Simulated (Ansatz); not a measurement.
Pyrite RuS2, treated with r²SCAN0 (Ansatz, an electronic-structure program, plane waves, PAW).

Numerical settings: plane-wave cutoff 520 eV, 4×4×4 k mesh, Fermi–Dirac smearing 0.01 eV, no spin polarisation, scalar-relativistic PAW data made under PBE.

Cell (measured lattice):

```
CELL_PARAMETERS angstrom
      5.61000     0.00000     0.00000
      0.00000     5.61000     0.00000
      0.00000     0.00000     5.61000
ATOMIC_POSITIONS crystal
  Ru 0.00000 0.50000 0.50000
  Ru 0.50000 0.00000 0.50000
  Ru 0.00000 0.00000 0.00000
  Ru 0.50000 0.50000 0.00000
  S  0.61378 0.88622 0.11378
  S  0.11378 0.61378 0.88622
  S  0.61378 0.61378 0.61378
  S  0.38622 0.38622 0.38622
  S  0.88622 0.11378 0.61378
  S  0.88622 0.38622 0.11378
  S  0.11378 0.88622 0.38622
  S  0.38622 0.11378 0.88622
```

What does this level give for the band gap and smallest direct gap on the k points sampled?


- band gap: 2.38 eV
- smallest direct gap on the k points sampled: 2.71 eV

Note: cell and atoms aren't relaxed at this level (largest force component 0.49 eV/Å, pressure -1.6 GPa).

Spin–orbit coupling is not included.

Computed values are for the static lattice.
